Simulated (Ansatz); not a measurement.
AlH2Me (CH₅Al), 7 atoms. Hardware: 4 threads of Arm Neoverse V2 on a shared host.

Correlated methods freeze 6 core orbitals.

(1) How many basis functions does each of these Ansatz runs have, and roughly what does it cost? PBE-D4/def2-TZVP, charge 0 singlet, relaxation, 4 steps; r2SCAN-D4/def2-TZVP, charge 1 doublet at the geometry of the charge 0 singlet, energy, from earlier orbitals; BHLYP-D4/def2-TZVP, charge 0 singlet, energy, from earlier orbitals; PBE-D4/def2-TZVP, charge 1 doublet at the geometry of the charge 0 singlet, energy, from earlier orbitals; RPA@PBE/def2-TZVP, charge 0 singlet, energy, from earlier orbitals; PBE-D4/def2-TZVP, charge 0 triplet at the geometry of the charge 0 singlet, energy, from earlier orbitals; PBE0-D4/def2-SVP, charge 0 singlet, energy, from earlier orbitals; CCSD(T)/def2-TZVPP, charge 1 doublet at the geometry of the charge 0 singlet, energy, from earlier orbitals; B3LYP-D4/def2-TZVP, charge 0 singlet, energy, from earlier orbitals; HF/STO-3G, charge 0 singlet, energy; PBE0-D4/def2-TZVP, charge 1 doublet at the geometry of the charge 0 singlet, energy; r2SCANh-D4/def2-TZVP, charge 0 singlet, energy, from earlier orbitals.

Results:

(1) Other jobs shared the machine, so times can vary by a factor of up to 3. A dash marks memory too small to be measured apart from the calling script's.

```json
{"run": "HF/STO-3G, charge 0 singlet, energy", "functions": "19", "fitting or Cholesky vectors": "224", "wall time": "0.05 s", "peak host memory (GiB)": "–"}
{"run": "PBE0-D4/def2-SVP, charge 0 singlet, energy, from earlier orbitals", "functions": "57", "fitting or Cholesky vectors": "674", "wall time": "0.35 s", "peak host memory (GiB)": "–"}
{"run": "BHLYP-D4/def2-TZVP, charge 0 singlet, energy, from earlier orbitals", "functions": "98", "fitting or Cholesky vectors": "733", "wall time": "0.45 s", "peak host memory (GiB)": "–"}
{"run": "B3LYP-D4/def2-TZVP, charge 0 singlet, energy, from earlier orbitals", "functions": "98", "fitting or Cholesky vectors": "659", "wall time": "0.45 s", "peak host memory (GiB)": "–"}
{"run": "RPA@PBE/def2-TZVP, charge 0 singlet, energy, from earlier orbitals", "functions": "98", "fitting or Cholesky vectors": "671", "wall time": "0.8 s", "peak host memory (GiB)": "–"}
{"run": "PBE-D4/def2-TZVP, charge 1 doublet at the geometry of the charge 0 singlet, energy, from earlier orbitals", "functions": "98", "fitting or Cholesky vectors": "659", "wall time": "0.85 s", "peak host memory (GiB)": "–"}
{"run": "PBE-D4/def2-TZVP, charge 0 triplet at the geometry of the charge 0 singlet, energy, from earlier orbitals", "functions": "98", "fitting or Cholesky vectors": "659", "wall time": "0.95 s", "peak host memory (GiB)": "–"}
{"run": "r2SCANh-D4/def2-TZVP, charge 0 singlet, energy, from earlier orbitals", "functions": "98", "fitting or Cholesky vectors": "659", "wall time": "1.1 s", "peak host memory (GiB)": "–"}
{"run": "PBE0-D4/def2-TZVP, charge 1 doublet at the geometry of the charge 0 singlet, energy", "functions": "98", "fitting or Cholesky vectors": "679", "wall time": "1.8 s", "peak host memory (GiB)": "–"}
{"run": "r2SCAN-D4/def2-TZVP, charge 1 doublet at the geometry of the charge 0 singlet, energy, from earlier orbitals", "functions": "98", "fitting or Cholesky vectors": "659", "wall time": "1.9 s", "peak host memory (GiB)": "–"}
{"run": "PBE-D4/def2-TZVP, charge 0 singlet, relaxation, 4 steps", "functions": "98", "fitting or Cholesky vectors": "659", "wall time": "2.4 s", "peak host memory (GiB)": "–"}
{"run": "CCSD(T)/def2-TZVPP, charge 1 doublet at the geometry of the charge 0 singlet, energy, from earlier orbitals", "functions": "143", "fitting or Cholesky vectors": "812", "wall time": "11 s", "peak host memory (GiB)": "1.7"}
```
